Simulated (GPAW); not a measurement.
# PBE/real-space grid (scalar-relativistic datasets) run of P2 (diphosphorus)

Aim: the charge distribution of P2 (diphosphorus). Input form: an ASE script.

Program for the calculation: GPAW 26.7.0.

6 further runs of the same task are left out: 1 that didn't finish, 5 set aside as unsound or not needed.

### 1 Starting point

P2 has 2 atoms, charge 0, and is taken as a singlet. SMILES: `P#P`. The bond length is the measured one.

Bond lengths: P1–P2 1.893 Å.

### 2 Energy and one-electron properties at PBE/real-space grid (scalar-relativistic datasets)

Contents of mol.xyz:

```xyz
2

P      0.000000     0.000000     0.000000
P      0.000000     0.000000     1.893400
```

Contents of run.py:

```python
import numpy as np
from ase.io import read
from ase.units import Debye
from gpaw import GPAW

atoms = read('mol.xyz')
atoms.center(vacuum=4.5)

gpaw_calc = GPAW(mode='fd', h=0.2, xc='PBE', maxiter=100, txt='-')
atoms.calc = gpaw_calc

energy = atoms.get_potential_energy()
print(f'Energy: {energy:.5f} eV')
forces = atoms.get_forces()
print('Forces (eV/Ang)')
for symbol, f in zip(atoms.symbols, forces):
    print(f'{symbol:2} {f[0]:9.4f} {f[1]:9.4f} {f[2]:9.4f}')
dipole = atoms.get_dipole_moment() / Debye
print(f'Dipole                  {np.linalg.norm(dipole):.3f} D')
homo, lumo = gpaw_calc.get_homo_lumo()
print(f'HOMO = {homo:.3f} eV')
print(f'LUMO                    {lumo:.3f} eV')
print(f'Gap = {lumo - homo:.3f} eV')
```

The run is started by

```
$ OMP_NUM_THREADS=1 python run.py
```

What values should one expect? Wanted: energy as printed; dipole moment; HOMO energy; LUMO energy; HOMO–LUMO gap.

Answer, from the run:

Level: PBE/real-space grid (scalar-relativistic datasets).

| quantity | value |
| --- | --- |
| energy as printed (from the program's reference atoms) | -8.9604 eV |
| dipole moment | 0.00 D |
| HOMO energy | -7.11 eV |
| LUMO energy | -3.41 eV |
| HOMO–LUMO gap | 3.70 eV |
